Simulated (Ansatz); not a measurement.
Reaction (SMILES): PP (P2H4) + [H][H] (H2) → 2 P (PH3)
B3LYP-D3(BJ)/def2-TZVP geometries, fixed; electronic energies without zero-point terms.
Largest species:
```
P
H 1 1.4206
H 1 1.4206 2 92.33
P 1 2.2503 2 93.65 3 -93.89
H 4 1.4206 1 93.65 2 -86.71
H 4 1.4206 5 92.33 1 93.89
```
Charge 0, spin multiplicity 1.

The energy of full hydrogenation at CCSD(T) with Ansatz (a quantum-chemistry and plane-wave program), in kcal/mol, split into its Hartree-Fock and correlation parts. Cores are frozen. No added dispersion term, no relativity. Functions are those of the species that has most.

```csv
basis,X,functions,Hartree-Fock,CCSD(T)
cc-pV(D+d)Z,2,66,-12.47,-8.84
cc-pV(T+d)Z,3,134,-10.99,-5.81
cc-pV(Q+d)Z,4,248,-11.10,-5.22
```

Worked estimate of the basis-set limit from each neighbouring pair, with Hartree-Fock from the larger set and the correlation part extrapolated as X^-3.
Correlation parts: X = 2: 3.63, X = 3: 5.18, X = 4: 5.88.
- (2,3): (27·(5.18) - 8·(3.63))/19 = 5.83; with Hartree-Fock -10.99 the estimate is -5.16 kcal/mol.
- (3,4): (64·(5.88) - 27·(5.18))/37 = 6.39; with Hartree-Fock -11.10 the estimate is -4.71 kcal/mol.
The last two estimates differ by 0.45 kcal/mol; the largest set lies 0.51 from the last. Over the last step Hartree-Fock moves by -0.11 and the correlation part by 0.70.
